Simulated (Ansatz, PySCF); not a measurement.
Species: methylidyne radical, CH, charge 0, multiplicity 2. 
Structure (B3LYP-D3(BJ)/def2-TZVP (Ansatz, a program for electronic structure) minimum search):
SMILES: [CH]
```xyz
2

C      0.0000     0.0000    -0.1605
H      0.0000     0.0000     0.9630
```
Charge 0, spin multiplicity 2.

Dipole moments at this geometry, in debye (magnitudes).

```csv
level,program,dipole (D)
SVWN5/def2-TZVPD,PySCF,1.47
PBE/def2-TZVPD,Ansatz,1.37
BLYP/def2-TZVPD,Ansatz,1.40
revPBE/def2-TZVPD,Ansatz,1.35
BP86/def2-TZVPD,PySCF,1.41
M06-L/def2-TZVPD,PySCF,1.44
BHLYP/def2-TZVPD,Ansatz,1.49
TPSSh/def2-TZVPD,PySCF,1.45
PW6B95/def2-TZVPD,PySCF,1.43
HSE06/def2-TZVPD,Ansatz,?
CAM-B3LYP/def2-TZVPD,Ansatz,1.50
LC-wPBE/def2-TZVPD,Ansatz,1.46
wB97X-V/def2-TZVPD,Ansatz,1.50
CCSD(T)/aug-cc-pVDZ,Ansatz,?
```

**Question.** Complete the blanks.

**Answer.** 
- HSE06/def2-TZVPD, dipole (D): 1.40
- CCSD(T)/aug-cc-pVDZ, dipole (D): 1.38
